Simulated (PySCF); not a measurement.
# BeAsH5, a complex of two parts: interaction energy

The task here is to estimate one member of a computed series from the others.

Computed with PySCF 2.14.0; each step states its level. No surroundings beyond the atoms listed, unless a continuum is named. Atoms count from 0, parts from 1.

## The system as given

7 atoms, charge 0, multiplicity 1; geometry: GFN2-xTB. Parts: 1 = atoms 0–2, `[BeH2]`, charge 0; 2 = atoms 3–6, `[AsH3]`, charge 0.

Set-up of the first run:

What the job is given:

```
{"job": {"xc": "PBE0", "basis": "def2-TZVPD", "d3": "d3bj", "grid": 3, "kind": "geom", "shake": 0.01}, "charge": 0, "multiplicity": 1, "parts": [{"atoms": "0-2", "charge": 0, "multiplicity": 1}, {"atoms": "3-6", "charge": 0, "multiplicity": 1}]}
Be     0.055395    -0.277772     0.096561
H     -1.261758    -0.361707     0.030657
H      1.052938     0.501487    -0.105325
As     0.903720    -2.269106     1.050338
H      2.259516    -2.570404     1.520825
H      0.361694    -3.504979     1.739171
H      0.626066    -1.492697     2.296683
```

The run is started by

```sh
OMP_NUM_THREADS=1 python cluster_run.py task.json out
```

One launch serves the whole session: the jobs run in the order shown.

Among the steps run: Optimising the geometry at PBE0-D3(BJ)/def2-TZVPD; Coupled-cluster interaction energy: CCSD(T) and MP2, 2.38 Å; Coupled-cluster interaction energy: CCSD(T) and MP2, 2.50 Å; Coupled-cluster interaction energy: CCSD(T) and MP2, 2.62 Å; Coupled-cluster interaction energy: CCSD(T) and MP2, 2.27 Å; Coupled-cluster interaction energy: CCSD(T) and MP2, 2.98 Å; Coupled-cluster interaction energy: CCSD(T) and MP2, 2.15 Å; Coupled-cluster interaction energy: CCSD(T) and MP2, 3.58 Å; Coupled-cluster interaction energy: CCSD(T) and MP2, 4.77 Å.

One of the session's tables, all rows but one given; the rest of the session is left out.

It belongs to the step «Coupled-cluster interaction energy: CCSD(T) and MP2, 4.77 Å». 

| method | interaction energy (kcal/mol) |
| --- | --- |
| HF/aug-cc-pVDZ | -1.04 |
| MP2/aug-cc-pVDZ | -1.11 |
| CCSD/aug-cc-pVDZ | -1.04 |
| CCSD(T)/aug-cc-pVDZ | -1.07 |
| HF/aug-cc-pVQZ | -1.01 |
| MP2/aug-cc-pVQZ | -1.10 |
| SCS-MP2/aug-cc-pVQZ | -1.04 |
| MP2, extrapolated | -1.10 |
| CCSD(T), limit estimate | ? |

**Question.** Estimate the row for CCSD(T), limit estimate.

**Answer.** interaction energy (kcal/mol): -1.06. In the column «interaction energy (kcal/mol)» it lies between CCSD(T)/aug-cc-pVDZ (-1.07) and HF/aug-cc-pVDZ (-1.04).
